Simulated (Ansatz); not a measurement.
C2H3N, SMILES `C#CN`, 6 atoms. Charge 0, multiplicity 1. All runs use 2 threads of a server CPU on a shared host. Correlated methods freeze the cores. Open-shell runs search over several starts.

Task: Give the basis size and wall time and peak host memory of each of these runs in Ansatz. direct RPA on PBE orbitals/def2-TZVPP energy; RKS ωB97X-V/def2-TZVPP energy; RHF-CCSD(T)/def2-QZVPP energy; RKS BLYP-D4/def2-TZVPP energy; UKS PBE-D4/def2-TZVPP energy of the cation; RHF-CCSD(T)/def2-TZVPP energy; UKS B3LYP-D4/def2-TZVPP energy of the cation; RHF-CCSD(T)/def2-SVP energy; RKS BHLYP-D4/def2-TZVPP energy; UKS r2SCAN-D4/def2-TZVPP energy of the cation; RKS HSE06-D4/def2-TZVPP energy; UHF-CCSD(T)/def2-TZVPP energy of the cation. (Estimate.)

Result: Computed: Other jobs shared the machine, so times are rough.

```csv
level,job,functions,wall time,peak host memory (GiB)
RHF-CCSD(T)/def2-SVP,energy,57,0.4 s,0.15
RKS BLYP-D4/def2-TZVPP,energy,135,0.5 s,0.13
RKS HSE06-D4/def2-TZVPP,energy,135,0.6 s,0.19
RKS BHLYP-D4/def2-TZVPP,energy,135,0.65 s,0.2
UKS PBE-D4/def2-TZVPP,energy of the cation,135,0.95 s,0.15
direct RPA on PBE orbitals/def2-TZVPP,energy,135,1 s,0.18
UKS B3LYP-D4/def2-TZVPP,energy of the cation,135,1.2 s,0.22
RKS ωB97X-V/def2-TZVPP,energy,135,1.6 s,0.23
UKS r2SCAN-D4/def2-TZVPP,energy of the cation,135,1.6 s,0.24
RHF-CCSD(T)/def2-TZVPP,energy,135,3.3 s,0.84
UHF-CCSD(T)/def2-TZVPP,energy of the cation,135,13 s,1.8
RHF-CCSD(T)/def2-QZVPP,energy,261,2.9 min,2.4
```

B3LYP here is the variant with VWN-RPA as its local correlation; programs differ in this. HSE06 is defined as in plane-wave codes.
